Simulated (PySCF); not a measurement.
Complex of silanol and hydrogen chloride

A gas-phase complex of silanol and hydrogen chloride; neutral, singlet. The structure comes from a short search (a few tight-binding starts) and was relaxed by PBE0-D3(BJ)/def2-SVPD; another way of binding may lie lower. No frequency run checks that it is a minimum.

Parts: 1 = silanol (O[SiH3]), atoms 1–6; 2 = hydrogen chloride (Cl), atoms 7–8.

```xyz
8

O     0.337    1.108    0.173
Si    0.015   -0.479   -0.330
H     0.816    1.241    0.995
H    -0.756   -0.325   -1.589
H     1.295   -1.207   -0.563
H    -0.778   -1.190    0.713
Cl   -0.677    3.739   -1.046
H    -0.247    2.603   -0.543
```
(Å; atoms numbered from 1)

Contacts between parts, classed by geometry: H8···O1 1.757 Å (hydrogen bond, 178°).

Interaction energies are complex less parts, with the parts frozen as they stand in it; counterpoise-corrected, in kcal/mol (PySCF). The CCSD(T) estimate is Hartree-Fock/aug-cc-pVTZ, plus the MP2 correlation part extrapolated as X⁻³ from aug-cc-pVDZ and aug-cc-pVTZ, plus CCSD(T) less MP2 in aug-cc-pVDZ; noble-gas cores are frozen. It isn't the exact limit.

Task: Give the interaction energy at each level run.

Result: 
```tsv
level	interaction	superposition error removed
Hartree-Fock/aug-cc-pVTZ	-2.95	-
MP2/aug-cc-pVTZ	-5.77	-0.79
CCSD(T), estimated basis limit	-5.32	-
```

Task: What holds them together? Decompose the MP2/aug-cc-pVTZ energy: frozen parts, their antisymmetrised product, then relaxation.

Result: electrostatic -12.6, Pauli repulsion +16.0, orbital relaxation -6.5, correlation -3.5 kcal/mol, which sum to the value before the counterpoise correction, the first three by Hartree-Fock. Of the attraction, 56 % is electrostatic, 29 % is orbital relaxation, 16 % is correlation.
